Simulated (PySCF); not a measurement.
H₃O (charge +1), SMILES [OH3+], point group C3v.

Level: B3LYP/pcJ-1 in PySCF (density fitting, grid level 2); geometry and Hessian at that level, cubic constants and property derivatives from steps of ±0.6 along each species' dimensionless normal coordinates, second-order vibrational perturbation theory. The parent has the commonest isotopes.

Equilibrium geometry (Å):

```
atom        x        y        z
  O1   0.0082   0.0066   0.1627
  H2  -0.0658   0.9482  -0.0950
  H3   0.8668  -0.4014  -0.0712
  H4  -0.7683  -0.5344  -0.0879
```

Species: ¹⁸O at 1, ²H at 2. Output of the displacement run:

```
mode    cm-1    km/mol   phi_rrr   E(+)/cm-1  E(-)/cm-1
  1    696.71   468.93     912.7     164.09      97.57
  2   1408.21    68.49       0.6     253.38     253.44
  3   1657.66   141.49    -204.8     290.94     305.75
  4   2629.34   164.68   -1541.8     422.24     532.92
  5   3600.21   214.58   -1727.1     589.97     714.03
  6   3654.69   508.27       2.8     662.23     662.04
```

For the shielding of H3 (σe = 24.16 ppm):

```tsv
mode	ω (cm⁻¹)	Σr φrrs (cm⁻¹)	∂σ/∂q	∂²σ/∂q²
1	697	740	0.227	-0.624
2	1408	3	-0.504	-0.275
3	1658	-132	-0.320	-0.495
4	2629	-1499	-0.168	-0.043
5	3600	-2087	-2.738	0.559
6	3655	1	2.717	0.420
```

Task: Work out the zero-point average of this shielding.

Result: With ⟨qs⟩ = −Σr φrrs/(4ωs) and ⟨qs²⟩ = 1/2: the mean displacements are -0.265, -0.001, 0.020, 0.143, 0.145, 0.000. The anharmonic term Σ (∂σ/∂q)⟨q⟩ is -0.49 ppm, the harmonic term ¼ Σ ∂²σ/∂q² is -0.11 ppm, so ⟨σ⟩ = 23.55 ppm.
